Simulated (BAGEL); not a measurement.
# A workflow on C3H4F2 (SMILES FC=CCF)

Aim: the energy (HF/def2-SV(P)), then the energy (NEVPT2(2,2)/def2-SV(P)), then a single-point energy (CASPT2(2,2)/def2-SV(P)) of C3H4F2. 

The results are computed with BAGEL 1.2.2.

2 further runs of the same task are left out: 2 set aside as unsound or not needed.

**1. Starting point**

The species is C3H4F2 (9 atoms), meant as a singlet with charge 0. As SMILES, `FC=CCF`. The C4–F5 distance was set to 2.636 Å, away from the relaxed value. At this shape a bond of the SMILES string is far longer than usual.

Bond lengths: F1–C2 1.336 Å, C2–C3 1.320 Å, C3–C4 1.485 Å, C2–H6 1.084 Å, C3–H7 1.084 Å, C4–H8 1.095 Å, C4–H9 1.091 Å. Angles: F1–C2–C3 122.6°, C2–C3–C4 124.9°, F1–C2–H6 112.2°, C3–C2–H6 125.2°, C2–C3–H7 117.2°, C4–C3–H7 117.9°, C3–C4–H8 111.0°, C3–C4–H9 111.5°, H8–C4–H9 109.1°.

**2. A single-point energy at HF/def2-SV(P) (density fitting with svp-jkfit) (run 1)**

Input file job.json:

```json
{ "bagel": [

{
  "title": "molecule",
  "basis": "def2-sv_p_.json",
  "df_basis": "svp-jkfit",
  "angstrom": false,
  "geometry": [
    { "atom": "F", "xyz": [    -5.41719284,     0.19962878,    -1.63851916 ] },
    { "atom": "C", "xyz": [    -3.50006569,    -1.27435760,    -2.36530783 ] },
    { "atom": "C", "xyz": [    -1.55988388,    -1.78760721,    -0.88281768 ] },
    { "atom": "C", "xyz": [    -1.23938633,    -0.82271306,     1.73199635 ] },
    { "atom": "F", "xyz": [     3.13052030,     1.53332378,     2.14238251 ] },
    { "atom": "H", "xyz": [    -3.74969851,    -1.98281592,    -4.27034074 ] },
    { "atom": "H", "xyz": [    -0.10007045,    -3.00818132,    -1.64116478 ] },
    { "atom": "H", "xyz": [    -1.21992215,    -2.37587896,     3.09883526 ] },
    { "atom": "H", "xyz": [    -2.73623839,     0.50311879,     2.23749809 ] }
  ]
},

{
  "title": "hf"
},

{
  "title": "print",
  "file": "orbitals.molden",
  "orbitals": true
}

]}
```

The basis set def2-SV(P) is read from a file made from the Basis Set Exchange's data (not shown).

Command:

```console
$ BAGEL_NUM_THREADS=1 BAGEL job.json > job.out
```

Log:

```text
* using 1 threads per process

  ===============================================================
  ===============================================================

  *** Geometry ***

  { "atom" : "F", "xyz" : [     -5.417193,      0.199629,     -1.638519 ] },
  { "atom" : "C", "xyz" : [     -3.500066,     -1.274358,     -2.365308 ] },
  { "atom" : "C", "xyz" : [     -1.559884,     -1.787607,     -0.882818 ] },
  { "atom" : "C", "xyz" : [     -1.239386,     -0.822713,      1.731996 ] },
  { "atom" : "F", "xyz" : [      3.130520,      1.533324,      2.142383 ] },
  { "atom" : "H", "xyz" : [     -3.749699,     -1.982816,     -4.270341 ] },
  { "atom" : "H", "xyz" : [     -0.100070,     -3.008181,     -1.641165 ] },
  { "atom" : "H", "xyz" : [     -1.219922,     -2.375879,      3.098835 ] },
  { "atom" : "H", "xyz" : [     -2.736238,      0.503119,      2.237498 ] },

  Number of auxiliary basis functions:      451

  Since a DF basis is specified, we compute 2- and 3-index integrals:
    o Being stored without compression. Storage requirement is 0.022 GB

  Number of basis functions:       78
  Number of electrons      :       40

    * METHOD: MOLECULE                             0.20

  *** RHF ***

  === Nuclear Repulsion ===
   148.2029450306

      * DIIS with orbital gradients will be used.

  === RHF iteration (def2-sv_p_.json) ===
      0       -313.96608033          0.02165267           0.06
      1       -313.70912518          0.02983943           0.06
      2       -314.27595582          0.00592874           0.06
      3       -314.29848424          0.00194108           0.06
      4       -314.30170298          0.00067748           0.06
      5       -314.30229305          0.00032386           0.06
      6       -314.30245907          0.00013394           0.06
      7       -314.30249022          0.00004383           0.06
      8       -314.30249294          0.00001494           0.06
      9       -314.30249324          0.00000918           0.06
     10       -314.30249344          0.00000470           0.06
     11       -314.30249351          0.00000268           0.06
     12       -314.30249354          0.00000145           0.06
     13       -314.30249355          0.00000069           0.06
     14       -314.30249355          0.00000032           0.06
     15       -314.30249355          0.00000014           0.06
     16       -314.30249355          0.00000004           0.06
     17       -314.30249355          0.00000002           0.06
     18       -314.30249355          0.00000001           0.06
     19       -314.30249355          0.00000000           0.06
    * SCF iteration converged.

    * Permanent dipole moment:
           (    2.685567,     1.957930,     1.097014) a.u.

    * METHOD: HF                                   1.33

    * METHOD: PRINT                                0.02

  ===============================================================
```

It took 1.7 s on 1 thread of Arm Neoverse V1, shared host; peak memory 0.14 GiB.

**3. A single-point energy at NEVPT2(2,2)/def2-SV(P) (density fitting with svp-jkfit) (run 2)**

Input file job.json:

```json
{ "bagel": [

{
  "title": "molecule",
  "basis": "def2-sv_p_.json",
  "df_basis": "svp-jkfit",
  "geometry": [
    { "atom": "F", "xyz": [ -5.41719284,  0.19962878, -1.63851916 ] },
    { "atom": "C", "xyz": [ -3.50006569, -1.27435760, -2.36530783 ] },
    { "atom": "C", "xyz": [ -1.55988388, -1.78760721, -0.88281768 ] },
    { "atom": "C", "xyz": [ -1.23938633, -0.82271306,  1.73199635 ] },
    { "atom": "F", "xyz": [  3.13052030,  1.53332378,  2.14238251 ] },
    { "atom": "H", "xyz": [ -3.74969851, -1.98281592, -4.27034074 ] },
    { "atom": "H", "xyz": [ -0.10007045, -3.00818132, -1.64116478 ] },
    { "atom": "H", "xyz": [ -1.21992215, -2.37587896,  3.09883526 ] },
    { "atom": "H", "xyz": [ -2.73623839,  0.50311879,  2.23749809 ] }
  ]
},
{ "title": "hf" },
{ "title": "nevpt2", "nstate": 1, "nact": 2, "nclosed": 19, "active": [20, 21], "maxiter": 200, "natocc": "true", "ncore": 5 },
{ "title": "print", "file": "orbitals.molden", "orbitals": "true" }

]}
```

The basis set def2-SV(P) is read from a file made from the Basis Set Exchange's data (not shown).

Command:

```console
$ BAGEL_NUM_THREADS=1 BAGEL job.json > job.out
```

Log:

```text
* using 1 threads per process

  ===============================================================
  ===============================================================

  *** Geometry ***

  { "atom" : "F", "xyz" : [     -5.417193,      0.199629,     -1.638519 ] },
  { "atom" : "C", "xyz" : [     -3.500066,     -1.274358,     -2.365308 ] },
  { "atom" : "C", "xyz" : [     -1.559884,     -1.787607,     -0.882818 ] },
[... 5 lines of this table left out ...]
  { "atom" : "H", "xyz" : [     -2.736238,      0.503119,      2.237498 ] },

  Number of auxiliary basis functions:      451

  Since a DF basis is specified, we compute 2- and 3-index integrals:
    o Being stored without compression. Storage requirement is 0.022 GB

  Number of basis functions:       78
  Number of electrons      :       40

    * METHOD: MOLECULE                             0.20

  *** RHF ***

  === Nuclear Repulsion ===
   148.2029450306

      * DIIS with orbital gradients will be used.

  === RHF iteration (def2-sv_p_.json) ===
      0       -313.96608033          0.02165267           0.06
      1       -313.70912518          0.02983943           0.06
      2       -314.27595582          0.00592874           0.06
[... 16 lines of this table left out ...]
     19       -314.30249355          0.00000000           0.06
    * SCF iteration converged.

    * Permanent dipole moment:
           (    2.685567,     1.957930,     1.097014) a.u.

    * METHOD: HF                                   1.30

    * freezing 5 orbitals
  ---------------------------
      CASSCF calculation
  ---------------------------

    ==== Active orbitals : =====
         Orbital 20
         Orbital 21
    ============================

    * nstate   :      1
    * nclosed  :     19
    * nact     :      2
    * nvirt    :     57
  === CASSCF iteration (def2-sv_p_.json) ===

    * Using the second-order algorithm

      0  0      -314.33597772     1.51e-02      0.02

      1  0      -314.37809745     5.50e-03      0.36
[... 29 lines of this table left out ...]
     16  0      -314.39967679     6.11e-09      0.25

    * Second-order optimization converged. *

     guess   0:   closed 1.                   open ..

  === FCI iteration ===

      0  0      -314.24506930     1.37e-01      0.00
      1  0      -314.35838509     5.66e-02      0.00
      2  0 *    -314.39967679     4.50e-16      0.00

     * ci vector, state   0, <S^2> = 0.0000
       2.     0.8541052321
       .2    -0.5201002331

  === DF-NEVPT2 calculation ===

    * 3-index integral transformation done
    * assembly done

      NEVPT2 correlation energy:   -0.6844484113      0.19

          (+0)     -0.5788386529
          (+0)'    -0.0218034803
          (+1)     -0.0207588958
          (+1)'    -0.0000000000
          (+2)     -0.0003852717
          (-1)     -0.0619941836
          (-1)'     0.0000000000
          (-2)     -0.0006679270

      NEVPT2 total energy:       -315.0841251990

    * METHOD: NEVPT2                               6.48

    * METHOD: PRINT                                0.02

  ===============================================================
```

Wall time 8.4 s (1 thread of Arm Neoverse V1, shared host); peak memory 0.14 GiB.

**4. A single-point energy at CASPT2(2,2)/def2-SV(P) (density fitting with svp-jkfit) (run 3)**

Input file calc.json:

```json
{ "bagel": [

{
  "title": "molecule",
  "basis": "def2-sv_p_.json",
  "df_basis": "svp-jkfit",
  "geometry": [
    { "atom": "F", "xyz": [ -5.41719284,  0.19962878, -1.63851916 ] },
    { "atom": "C", "xyz": [ -3.50006569, -1.27435760, -2.36530783 ] },
    { "atom": "C", "xyz": [ -1.55988388, -1.78760721, -0.88281768 ] },
    { "atom": "C", "xyz": [ -1.23938633, -0.82271306,  1.73199635 ] },
    { "atom": "F", "xyz": [  3.13052030,  1.53332378,  2.14238251 ] },
    { "atom": "H", "xyz": [ -3.74969851, -1.98281592, -4.27034074 ] },
    { "atom": "H", "xyz": [ -0.10007045, -3.00818132, -1.64116478 ] },
    { "atom": "H", "xyz": [ -1.21992215, -2.37587896,  3.09883526 ] },
    { "atom": "H", "xyz": [ -2.73623839,  0.50311879,  2.23749809 ] }
  ]
},
{ "title": "hf" },
{ "title": "casscf", "nstate": 1, "nact": 2, "nclosed": 19, "active": [20, 21], "maxiter": 200, "natocc": "true" },
{ "title": "print", "file": "orbitals.molden", "orbitals": "true" },
{ "title": "smith", "method": "caspt2", "ms": "true", "xms": "true", "sssr": "true", "shift": 0.2, "shift_imag": "true", "ncore": 5 }

]}
```

The basis set def2-SV(P) is read from a file made from the Basis Set Exchange's data (not shown).

Command:

```console
$ BAGEL_NUM_THREADS=1 BAGEL calc.json > calc.out
```

Log:

```text
* using 1 threads per process

  ===============================================================
  ===============================================================

  *** Geometry ***

  { "atom" : "F", "xyz" : [     -5.417193,      0.199629,     -1.638519 ] },
  { "atom" : "C", "xyz" : [     -3.500066,     -1.274358,     -2.365308 ] },
  { "atom" : "C", "xyz" : [     -1.559884,     -1.787607,     -0.882818 ] },
[... 5 lines of this table left out ...]
  { "atom" : "H", "xyz" : [     -2.736238,      0.503119,      2.237498 ] },

  Number of auxiliary basis functions:      451

  Since a DF basis is specified, we compute 2- and 3-index integrals:
    o Being stored without compression. Storage requirement is 0.022 GB

  Number of basis functions:       78
  Number of electrons      :       40

    * METHOD: MOLECULE                             0.20

  *** RHF ***

  === Nuclear Repulsion ===
   148.2029450306

      * DIIS with orbital gradients will be used.

[... 6 lines left out ...]
    * SCF iteration converged.
[... 1 line left out ...]
    * Permanent dipole moment:
[... 27 lines left out ...]
    * Second-order optimization converged. *
[... 9 lines left out ...]
     * ci vector, state   0, <S^2> = 0.0000
[... 16 lines left out ...]
    * Zeroth order energy : state  0       -0.5721704305

    * CASPT2 iteration is performed using orthogonal basis

      -------------------------------------------  CASPT2 iteration  ---------------------------------------------------
       #      aibj      arbs      arbi      airj      risj      airs      arst      rist         Etot      error   time
      ------------------------------------------------------------------------------------------------------------------

       0  -0.57708  -0.00080  -0.06662  -0.02306  -0.00067  -0.02291  -0.00000   0.00000   -0.6911380  0.0008380   0.11
       1  -0.57714  -0.00080  -0.06671  -0.02311  -0.00069  -0.02308  -0.00000  -0.00000   -0.6915255  0.0000952   0.10
       2  -0.57714  -0.00080  -0.06671  -0.02311  -0.00069  -0.02308  -0.00000  -0.00000   -0.6915330  0.0000167   0.10
       3  -0.57714  -0.00080  -0.06671  -0.02311  -0.00069  -0.02308   0.00000   0.00000   -0.6915332  0.0000032   0.10
       4  -0.57714  -0.00080  -0.06671  -0.02311  -0.00069  -0.02308   0.00000   0.00000   -0.6915332  0.0000005   0.10

      ------------------------------------------------------------------------------------------------------------------

    * CASPT2 energy : state  0     -315.0942359582
        w/o shift correction       -315.0912099754
        reference weight              0.8342290190

    * METHOD: SMITH                                0.77

  ===============================================================
```

It took 9 s on 1 thread of Arm Neoverse V1, shared host; peak memory 0.2 GiB.

**5. Summary of results**

| quantity | value |
| --- | --- |
| run 1, HF/def2-SV(P): total energy | -314.30249 Eh |
| run 1, HF/def2-SV(P): dipole moment | 8.90 D |
| run 1, HF/def2-SV(P): HOMO energy | -9.97 eV |
| run 1, HF/def2-SV(P): LUMO energy | -1.06 eV |
| run 1, HF/def2-SV(P): HOMO–LUMO gap | 8.91 eV |
| run 2, NEVPT2(2,2)/def2-SV(P): total energy | -315.08413 Eh |
| run 3, CASPT2(2,2)/def2-SV(P): total energy | -315.09424 Eh |

What this shows: One bond (run 1, HF/def2-SV(P)) is far stretched, which a spin-restricted single reference describes badly; a broken-symmetry solution may lie lower.
